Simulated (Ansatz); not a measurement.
# TiCd3Pd: from a trial structure to a relaxed crystal

Theory: DFT PBE, scalar-relativistic, plane waves, PAW in Ansatz. Cutoff 420 eV, Γ-centred k mesh, Gaussian smearing, no spin polarisation in the final step.

The start puts TiCd3Pd on the hexagonal perovskite (2H) structure type (P6_3/mmc, No. 194), with Pd in place of Ba, Ti in place of Ni, Cd in place of O, at a guessed volume.

```xyz
10
Lattice="6.5083 0.0000 0.0000 -3.2542 5.6364 0.0000 0.0000 0.0000 5.5604" Properties=species:S:1:pos:R:3 pbc="T T T"
Ti    0.0000    0.0000    2.7802
Ti    0.0000    0.0000    0.0000
Cd    0.0000    1.6458    1.3901
Cd    5.0830    0.8229    4.1703
Cd    3.2542    3.9906    4.1703
Cd   -1.8288    4.8135    1.3901
Cd    1.8288    4.8135    1.3901
Cd    1.4253    0.8229    4.1703
Pd    0.0000    3.7576    4.1703
Pd    3.2542    1.8788    1.3901
```

Cell and atoms relax at zero pressure; the relaxation can't lower the symmetry of the start. After a coarse first stage the cell is made exact in the group found at 0.06 Å.

The zero of energy is the elements' standard structures at the same level; no fitted shifts are applied.

Question: What does it relax into?

Answer: It keeps P6_3/mmc (No. 194), but not the shape of the type it started on. Conventional cell: a = 7.584 Å, c = 4.467 Å. Ti is coordinated by 2 Ti at 2.23 Å and 6 Cd at 2.87 Å; around Cd lie 2 Pd at 2.83 Å, 2 Ti at 2.87 Å and 2 Cd at 3.00 Å (next Cd at 3.46 Å); Pd is coordinated by 6 Cd at 2.83 Å.

```cif
data_structure
_symmetry_space_group_name_H-M 'P6_3/mmc'
_symmetry_Int_Tables_number 194
_cell_length_a 7.5840
_cell_length_b 7.5840
_cell_length_c 4.4672
_cell_angle_alpha 90.000
_cell_angle_beta 90.000
_cell_angle_gamma 120.000
_cell_volume 222.52
loop_
_atom_site_label
_atom_site_type_symbol
_atom_site_symmetry_multiplicity
_atom_site_Wyckoff_symbol
_atom_site_fract_x
_atom_site_fract_y
_atom_site_fract_z
_atom_site_occupancy
Ti1 Ti 2 a 0.00000 0.00000 0.50000 1
Cd1 Cd 6 h 0.20157 0.40315 0.25000 1
Pd1 Pd 2 d 0.33333 0.66667 0.75000 1
```

Question: What are its volume, energy, density and gap?

Answer: The volume per atom is 22.25 Å³. The density is 7.34 g/cm³, the energy over the elements is 0.17 eV/atom and the gap on the 6×6×8 mesh is 0 eV (a metal).

The final run used a 6×6×8 mesh on its 10-atom cell and 0.10 eV smearing. For metals, differences of a few meV/atom aren't resolved. A structure relaxed within its symmetry needn't be a true minimum.

Cost: 3 runs of about 8.3 core-minutes in all, on Arm Neoverse V1 (shared hosts).